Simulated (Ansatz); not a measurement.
# One shape, several levels: the pair HS2···H

Aim: a comparison of 6 runs (PBE/STO-3G, UB3LYP/STO-3G, r2SCAN0/STO-3G, wB97M-V/STO-3G, CCSD/STO-3G, UCCSD(T)/STO-3G) of the pair HS2···H. 

The results are computed with Ansatz 0.2.0.

29 further runs of the same task are left out: 29 set aside as unsound or not needed.

### Step 1. The molecule

The species is H2S2 (4 atoms), meant as a singlet with charge 0. The H4–S2 distance was set to 2.010 Å, away from the relaxed value.

Bond lengths: S1–S2 2.045 Å, S1–H3 1.340 Å. Angles: S2–S1–H3 98.1°. A long bond or contact: S2–H4 2.010 Å.

### Step 2. The energy at PBE/STO-3G (run 1)

The input, molecule.yaml:

```yaml
basis:
  gaussian: {orbitals: STO-3G}
crystal:
  periodic: [false, false, false]
  atoms:
    - symbol: S
      position_ang: [-0.710160, -0.089120, -1.330126]
    - symbol: S
      position_ang: [-0.705290, 1.140210, 0.304494]
    - symbol: H
      position_ang: [0.424100, 0.344850, -1.895916]
    - symbol: H
      position_ang: [0.143010, -0.127830, 1.612990]
hamiltonian: {xc: {name: PBE}}
accuracy: high
```

On the command line:

```bash
ansatz run molecule.yaml --threads 1 --pin off --max-ram 2610MiB --events-out events.jsonl --progress --plain --runs-dir runs
```

Standard output:

```text
Warning: RAYON_NUM_THREADS=1 ignored (pool sized by the plan → 1); use --threads N
Functional definition: PBE
  name "PBE"
  parameter kappa = 0.804
  parameter beta = 0.06672455060314922
  exchange = pbe_x(kappa = kappa, mu = beta*pi^2/3)
  correlation = pbe_c(beta = beta)
342 factors; integrals over basis functions are off by at most 1.9e-8 eV
mean field evaluation 1: about -21449.2308 eV, gradient 1.2e1 eV
mean field evaluation 2: about -21445.3793 eV, gradient 2.3e1 eV
mean field evaluation 4: about -21450.0119 eV, gradient 3.3e0 eV
mean field evaluation 8: about -21450.0397 eV, gradient 1.9e-1 eV
mean field evaluation 16: about -21450.0399 eV, gradient 4.3e-8 eV
mean field -21450.03990627 eV, -788.2744271960 hartree, gradient 4.2e-8 eV, S^2 0.000000; 0 other end points of the search recorded, 0 dependent functions left out
reference -21450.03990789 eV, -788.2744272558 hartree; 17, 17 occupied and 3, 3 virtual orbitals, 342 factors
Total energy: -21450.03990789 eV, -788.2744272558 hartree
```

It took 0.93 s on 1 thread of Arm Neoverse V1, shared host.

### Step 3. The energy at UB3LYP/STO-3G (run 2)

The input, input.yaml:

```yaml
crystal:
  periodic: [false, false, false]
  atoms:
    - {symbol: S, position_ang: [-0.710160, -0.089120, -1.330126]}
    - {symbol: S, position_ang: [-0.705290, 1.140210, 0.304494]}
    - {symbol: H, position_ang: [0.424100, 0.344850, -1.895916]}
    - {symbol: H, position_ang: [0.143010, -0.127830, 1.612990]}
basis:
  gaussian: {orbitals: STO-3G}
magnetization: {spin_polarized: true}
hamiltonian: {xc: {name: B3LYP}}
accuracy: high
```

On the command line:

```bash
ansatz run input.yaml --threads 1 --pin off --max-ram 2610MiB --events-out events.jsonl --progress --plain --runs-dir runs
```

Standard output:

```text
Warning: RAYON_NUM_THREADS=1 ignored (pool sized by the plan → 1); use --threads N
Functional definition: B3LYP
  name "B3LYP"
  parameter a0 = 0.2
  parameter ax = 0.72
  parameter ac = 0.81
  exchange = (1 - a0 - ax)*slater_x + ax*b88_x + a0*exact_x
  correlation = (1 - ac)*vwn_rpa_c + ac*lyp_c
342 factors; integrals over basis functions are off by at most 1.9e-8 eV
mean field evaluation 1: about -21459.5332 eV, gradient 6.1e0 eV
mean field evaluation 2: about -21458.7116 eV, gradient 9.8e0 eV
mean field evaluation 4: about -21460.0292 eV, gradient 5.5e-1 eV
mean field evaluation 8: about -21460.0096 eV, gradient 1.5e-3 eV
mean field evaluation 16: about -21459.1708 eV, gradient 3.8e0 eV
mean field -21460.00958516 eV, -788.6408061377 hartree, gradient 6.7e-8 eV, S^2 0.000000; 1 other end points of the search recorded, 0 dependent functions left out
reference -21460.00961049 eV, -788.6408070687 hartree; 17, 17 occupied and 3, 3 virtual orbitals, 342 factors
Total energy: -21460.00961049 eV, -788.6408070687 hartree
```

Run time: 1.7 s. Hardware: 1 thread of Arm Neoverse V1, shared host; peak memory 0.12 GiB.

Runs 3 to 5 aren't shown in full; the table further down has their settings and results.

### Step 4. The energy at UCCSD(T)/STO-3G (run 6)

The input, run.yaml:

```yaml
crystal:
  periodic: [false, false, false]
  atoms:
    - {symbol: S, position_ang: [-0.710160, -0.089120, -1.330126]}
    - {symbol: S, position_ang: [-0.705290, 1.140210, 0.304494]}
    - {symbol: H, position_ang: [0.424100, 0.344850, -1.895916]}
    - {symbol: H, position_ang: [0.143010, -0.127830, 1.612990]}
basis:
  gaussian:
    orbitals: STO-3G
magnetization:
  spin_polarized: true
  initial_magnetization: 0
scf:
  omitted_lower_state_checks: [cluster_reference, increment]
correlation:
  method: ccsd_t
  frozen_orbitals: {H: 0, S: 5}
accuracy: high
```

On the command line:

```bash
ansatz run run.yaml --threads 1 --pin off --max-ram 2610MiB --events-out events.jsonl --progress --plain --runs-dir runs
```

Standard output:

```text
Warning: RAYON_NUM_THREADS=1 ignored (pool sized by the plan → 1); use --threads N
[... 13 lines left out ...]
10 core orbitals not correlated: weight in the atoms' cores, before any rotation towards them, 1.000 or more for the frozen orbitals, at most 0.000 for the correlated occupied ones
[... 41 lines left out ...]
Total energy: -21428.37789544 eV, -787.4783629811 hartree
Checks for a lower state left out: cluster_reference, increment
```

Wall time 0.47 s (1 thread of Arm Neoverse V1, shared host).

### Step 5. Overview of the runs

| run | level | frozen core orbitals | energy (Eh) | wall time |
| --- | --- | --- | --- | --- |
| 1 | PBE/STO-3G | – | -788.274427 | 0.93 s |
| 2 | UB3LYP/STO-3G | – | -788.640807 | 1.7 s |
| 3 | r2SCAN0/STO-3G | – | -788.612816 | 2.3 s |
| 4 | wB97M-V/STO-3G | – | -788.701134 | 15 s |
| 5 | CCSD/STO-3G | 10 | -787.477537 | 0.18 s |
| 6 | UCCSD(T)/STO-3G | 10 | -787.478363 | 0.47 s |

### Step 6. What came out

```
                                           quantity          value
                                run 6: total energy  -787.47836 Eh
run 6: correlation energy (10 core orbitals frozen)      -87.8 mEh
                              run 6: (T) correction      -1.28 mEh
           run 6: ⟨S²⟩ of the reference determinant          0.677
                               run 6: T1 diagnostic          0.078
```

**Reading.** Totals of different functionals can't be ranked against each other. In run 5 the log says that unrestricted orbitals would lower the reference, so the values rest on an unstable closed-shell determinant (other closed-shell runs at this shape may share the fault). In runs 1, 2, 3, 4, 5, 6 the basis is minimal, so the values are rough. Spin contamination of the reference: run 6 ⟨S²⟩ = 0.68. Where it is this large, the reference is a mixture of spin states, and values that rest on it are in doubt. All runs together took 21 s, the longest 15 s.
